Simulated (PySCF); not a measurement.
Dipole moment and polarisability of `C/C=C(/C)CF`

C5H9F.
Cartesian coordinates in Å at the PBE0-D3(BJ)/def2-SVP level; atoms count from 1:
```
atom  x, y, z in Å
C1     2.0771    0.1021   -0.3558
C2     0.6741    0.6011   -0.4628
C3    -0.4405    0.0903    0.0839
C4    -1.7863    0.7199   -0.1139
C5    -0.4562   -1.1555    0.9166
F6    -1.1863   -0.9583    2.0693
H7     2.1972   -0.7166    0.3667
H8     2.4408   -0.2631   -1.3316
H9     2.7566    0.9171   -0.0576
H10    0.5476    1.4966   -1.0846
H11   -2.2269    0.9954    0.8568
H12   -1.7236    1.6195   -0.7415
H13   -2.4895    0.0134   -0.5879
H14   -0.9390   -1.9788    0.3568
H15    0.5550   -1.4824    1.2011
```

Level: CAM-B3LYP/def2-SVPD (PySCF), static field, nuclei fixed, core orbitals frozen in the response. The polarisability tensor in these axes (au):

```
x   78.82  2.88 -7.42
y    2.88 58.84 -6.39
z   -7.42 -6.39 56.32
```

Question: Diagonalise the tensor; give its mean and Δα, where Δα² is half the sum of the squared differences of the eigenvalues.

Answer: Principal values 50.45, 61.52 and 82.00 au; mean 64.66 au = 9.58 Å³ = 10.66 × 10⁻⁴⁰ C²·m²/J; Δα = 27.73 au (43 % of the mean).

Question: What is the dipole moment, and where does it point?

Answer: (1.08, -0.04, -1.66) D, 1.99 D in size, pointing from the negative to the positive side. Measured along this direction, the outermost atoms are F6 at the negative end and H8 at the positive end.

Question: How large is μ²/3kT at 250 K beside α?

Answer: In Gaussian units μ²/3kT = 38.09 Å³ against 9.58 Å³, a ratio of 3.98; the Debye molar polarisation (4π/3)N_A(α + μ²/3kT) is 120.3 cm³/mol, leaving out the vibrational part.

Question: Rayleigh depolarisation ratio (linearly polarised light, static tensor)?

Answer: ρ = 3Δα²/(45ᾱ² + 4Δα²) = 2306.5/(188143 + 3075.3) = 0.0121.

Question: Molar refractivity from α?

Answer: Lorentz–Lorenz: R = (4π/3)N_A α = 2.5225 cm³/(mol·Å³) × 9.58 Å³ = 24.2 cm³/mol, in the limit of long wavelengths.

Question: Find the Langevin capture rate constant for H3+ (3.023 u) meeting this molecule (88.069 u), k = 2.342 × 10⁻⁹ cm³/s × √(α in Å³ / reduced mass in u).

Answer: The reduced mass is 2.92 u, so k = 4.24 × 10⁻⁹ cm³/s. The formula leaves out the permanent dipole, which adds to the capture rate.

One conformer (not necessarily the lowest) at the PBE0-D3(BJ)/def2-SVP geometry, without solvent, vibrations or thermal averaging.

These values come from a run that also computed excited states and ΔSCF ions. The run took 49 s wall (with the writing of density and orbital grids) on Arm Neoverse V2, one thread, no GPU, shared host with 96 logical CPUs at a one-minute load of 51, and the process peaked at 1.0 GiB of memory.
